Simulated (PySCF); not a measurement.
Energies from PySCF, thermal terms from the rigid-rotor harmonic-oscillator model, ideal gas at 1 bar. 'Table' is the NASA 1993 thermochemical table (part measured, part estimated). 6-31G* has spherical d functions here. All species are closed-shell singlets. B3LYP is the form with VWN-RPA correlation. The harmonic model lacks anharmonicity and excited electronic states, which grow with temperature; levels with a mode under 35 cm⁻¹ are left out. The table's entry may be an old estimate for CF₂ (not checked at source).

Harmonic frequencies at B3LYP/6-31G* (cm⁻¹): 657, 1147, 1252. Point group C2v; S°(298 K) = 241.1 J/mol/K at this level.

**Question.** Work out Cp and S° of gaseous CF₂ at 500, 800, 1200, 1600, 2000 K from these, and set them beside the table.

**Answer.** 
| T (K) | Cp B3LYP/6-31G* | Cp table | S° B3LYP/6-31G* | S° table |
|---|---|---|---|---|
| 500 | 46.2 | 46.4 | 263.0 | 262.9 |
| 800 | 52.1 | 52.3 | 286.2 | 286.2 |
| 1200 | 55.2 | 55.2 | 308.0 | 308.0 |
| 1600 | 56.4 | 56.5 | 324.1 | 324.1 |
| 2000 | 57.1 | 57.2 | 336.7 | 336.8 |
Units J/mol/K.
